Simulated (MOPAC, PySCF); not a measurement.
C₃H₄, SMILES `C=C=C`, neutral singlet in the gas phase. 

Cartesian coordinates (Å):
```xyz
7

C      1.2980     0.0307    -0.0514
C      0.0000     0.0000     0.0001
C     -1.2980    -0.0307     0.0514
H      1.8231     0.8895    -0.4565
H      1.8935    -0.8015     0.3093
H     -1.8826    -0.4278    -0.7719
H     -1.8340     0.3398     0.9191
```
Charge 0, multiplicity 1.

All levels are single points at this geometry (PBE0-D4/def2-TZVPD); Pople sets use spherical d functions. Orbital energies aren't observables, and empty levels follow the basis.

PM7 in MOPAC gives HOMO (eV) = -10.43.

**Question.** Estimate the HOMO (eV) from each of these levels: B3LYP-D3(BJ)/def2-TZVPD in PySCF; PBE-D3(BJ)/def2-TZVPD in PySCF; PBE0-D4/def2-TZVPD in PySCF; B3LYP/6-311+G** in PySCF; B3LYP/6-31G* in PySCF; BP86/6-31G* in PySCF; M06-2X/6-31G* in PySCF; SVWN5/6-31G* in PySCF; HF/3-21G in PySCF; HF/6-31G* in PySCF; HF/STO-3G in PySCF; PM3 in MOPAC.

**Answer.** 
| level | HOMO (eV) |
|---|---|
| B3LYP-D3(BJ)/def2-TZVPD in PySCF | -7.51 |
| PBE-D3(BJ)/def2-TZVPD in PySCF | -6.56 |
| PBE0-D4/def2-TZVPD in PySCF | -7.74 |
| B3LYP/6-311+G** in PySCF | -7.52 |
| B3LYP/6-31G* in PySCF | -7.17 |
| BP86/6-31G* in PySCF | -6.31 |
| M06-2X/6-31G* in PySCF | -8.69 |
| SVWN5/6-31G* in PySCF | -6.32 |
| HF/3-21G in PySCF | -10.21 |
| HF/6-31G* in PySCF | -10.14 |
| HF/STO-3G in PySCF | -8.71 |
| PM3 in MOPAC | -10.18 |
